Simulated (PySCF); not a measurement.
Consider `[N]=O` (NO•, doublet). Coordinates in Å; atoms count from 1 in this order:
```
N     0.5082    0.0629    0.2447
O    -0.5027   -0.0603   -0.2730
```

Computed at ωB97X-D3(BJ)/ma-def2-TZVP // PBE0-D3(BJ)/def2-SVP with PySCF (density fitting, grid level 2). The prefix ma- adds one diffuse s and one diffuse p function on all atoms but H. Thermal corrections: PBE0-D3(BJ)/def2-SVP frequencies, unscaled, ideal gas at 298.15 K and 1 bar, quasi-RRHO entropy.

What are the vertical and the adiabatic ionisation energy for forming the singlet cation?

10.06 eV vertical and 9.57 eV adiabatic, the latter with zero-point energy.

What oxidation potential follows in dichloromethane (IEF-PCM), given that Fc+/Fc comes at 4.70 V absolute with this functional and basis?

In the gas phase ΔG of oxidation is 9.606 eV, and solvation is -1.8 kJ/mol for the parent and -304.4 kJ/mol for the product, so the absolute potential is 6.47 V, or 1.77 V against Fc+/Fc. Fc+/Fc in dichloromethane, 4.70 V, is ωB97X-D3(BJ)/ma-def2-TZVP on PBE0-D3(BJ)/def2-SVP structures with GFN2-xTB thermal terms. Benchmark calculations put it near 5.0 V in acetonitrile and DMSO, so it is about 0.3 V low, and the value against it can read up to that much too high. The solvent is electrostatics only, on gas-phase structures; the absolute scale refers to an electron at rest in vacuum.
